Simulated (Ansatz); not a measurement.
We consider hcp Ru, described by BLYP (Ansatz, a first-principles code, plane waves, PAW).

Run with plane-wave cutoff 520 eV, 24×24×14 k mesh (along the axes of the cell as run), Fermi–Dirac smearing 0.05 eV, no spin polarisation, scalar-relativistic PAW data made under PBE.

Cell (relaxed at this level):

```
Ru
1.0
    1.38320    -2.39577     0.00000
    1.38320     2.39577     0.00000
    0.00000     0.00000     4.35148
Ru
2
Direct
  0.33333   0.66667   0.25000
  0.66667   0.33333   0.75000
```

**Question.** What does this level give for the bulk modulus B0 and pressure derivative B′ of the bulk modulus?

**Answer.** 
- bulk modulus B0 = 268 GPa
- pressure derivative B′ of the bulk modulus = 5.0

The run finds no gap.

Measured, for comparison: bulk modulus 318 GPa (zero-point energy and finite temperature contributions removed, our sources range from 318 to 336; as tabulated in doi:10.1021/acs.jctc.3c00612). Computed (rounded) less measured: bulk modulus -16 % (-16 % to -20 % over the range).

Note: the bulk modulus comes from volumes at which shape and atoms were relaxed.

Computed values are for the static lattice.

Computing time: around 6 core-minutes (rough).
